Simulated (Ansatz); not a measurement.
For GeS (Pnma, No. 62), LDA in Ansatz (PAW) gives:

| Property | Result |
|---|---|
| bulk modulus B0 | 43.2 GPa |
| cohesive energy | 4.55 eV/atom |
| band gap | 0.70 eV |

### Question
What does PBEsol (PAW; Ansatz, an electronic-structure program) give for the same quantities?

### Answer

- bulk modulus: 36.4 GPa (shrinks by 16 %)
- cohesive energy: 4.07 eV/atom (drops by 0.48 eV/atom)
- band gap: 0.81 eV (rises by 0.11 eV)

For comparison: band gap 1.65 eV (measured, room temperature, no zero-point or thermal correction, our sources range from 1.58 to 1.65; as tabulated in Setten et al. (2017), arXiv:1709.07349).

Changes are worked out from the printed values.

Unless a cell is named, each level is at its own relaxed cell (LDA 18.97, PBEsol 19.58 Å³/atom).

Levels without +SOC have no spin–orbit coupling; where heavier elements are present it shifts gaps, mostly down, and can invert bands. Density-functional gaps are differences of (generalised) Kohn–Sham levels.

Caveats: LDA has no dispersion term either, though it tends to give short spacings of layers, chains or molecules (LDA); the bulk modulus is −V dP/dV from two relaxed cells at ±2 % in volume (LDA, PBEsol); the cell comes from a level without a dispersion term, which matters for the spacing of layers, chains or molecules (PBEsol). Ansatz's density-functional and Hartree–Fock values are scalar-relativistic unless marked +SOC, with PAW data made under PBE.
